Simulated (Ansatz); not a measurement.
## C₂H₂O₂, singlet: CASSCF and its corrections

Calculated in Ansatz's Gaussian-basis code; NEVPT3, NEVPT4(SD), MRCISD by development code. Basis cc-pVTZ, nonrelativistic, 4 orbitals frozen in the corrections. State-specific CASSCF; RHF is the lowest restricted (open-shell) Hartree–Fock solution met. Letters tell apart solutions met in one space. Solutions may break the symmetry of the shape. The lowest solution met needn't be the lowest there is, nor hold the orbitals that a chemist would pick. Single-reference values can break down or jump between states where bonds are stretched.

Geometry:

```xyz
6

C     0.0000    0.7564    0.0000
C     0.0000   -0.7564    0.0000
O     1.0461    1.3899    0.0000
H    -0.9999    1.2282    0.0000
O    -1.0461   -1.3899    0.0000
H     0.9999   -1.2282    0.0000
```

CASSCF less RHF, in eV, and natural occupations:

```json
{"CAS": "(8,6) a", "CASSCF": "-2.156", "occupations": "2.00, 2.00, 1.98, 1.93, 0.07, 0.02"}
{"CAS": "(8,6) b", "CASSCF": "-2.107", "occupations": "2.00, 2.00, 1.93, 1.90, 0.12, 0.06"}
```

Task: What totals less RHF do the corrections give on each solution?

Result: 

```
    CAS  SC-NEVPT2  FIC-NEVPT2   NEVPT3  NEVPT4(SD)   MRCISD
(8,6) a    -20.430     -20.526  -21.144     -21.825  -19.024
(8,6) b    -20.752     -20.779  -21.197     -21.866  -19.069
```

Task: In CAS(8,6), is the solution lowest in CASSCF also lowest after SC-NEVPT2?

Result: No: (8,6) b is lowest after SC-NEVPT2, 0.32 eV under (8,6) a, which leads in CASSCF.

Task: How do single-reference totals in the same basis and frozen core stand against SC-NEVPT2 in CAS(8,6) a?

Result: CCSD(T) -1.756 eV. Coupled cluster stands on the determinant that it favours, which can lie over the RHF solution above, and is in doubt where the occupations are far from 0, 1 and 2.

Task: Roughly how much CPU time does a whole run from the default start take (median of such runs, summed over threads; nearly all runs on one pinned thread of a shared server, mostly Xeon at 2.3 to 2.6 GHz, by a development driver)?

Result: CAS(8,6) a: about 20 s. Other jobs ran beside these, and the count of passes differs.
